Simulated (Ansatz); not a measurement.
# Cubic perovskite KTaO3

Computed with PBE (Ansatz, an electronic-structure program, PAW).

Run with plane-wave cutoff 520 eV, 6×6×6 k mesh, perturbation theory, scalar-relativistic PAW data made under PBE.

Cell (relaxed at this level):

```
KTaO3
1.0
    4.02453     0.00000     0.00000
    0.00000     4.02453     0.00000
    0.00000     0.00000     4.02453
K Ta O
1 1 3
Direct
  0.00000   0.00000   0.00000
  0.50000   0.50000   0.50000
  0.50000   0.00000   0.50000
  0.00000   0.50000   0.50000
  0.50000   0.50000   0.00000
```

| Quantity | Value |
|---|---|
| high-frequency dielectric constant | 5.41 |

Measured, for comparison: high-frequency dielectric constant 4.59 (300 K, copied from a table, unchecked, long-wavelength limit of the electronic terms of a dispersion formula fitted to measured refractive indices over 0.4-1.06 um; lattice terms left out; as tabulated in Fujii and Sakudo (1976), doi:10.1143/jpsj.41.888). Computed (rounded) less measured: high-frequency dielectric constant not scored (unchecked).

Note: the run finds an imaginary mode (89i cm⁻¹), so the cell is a saddle point at this level.

Spin–orbit coupling is not included.
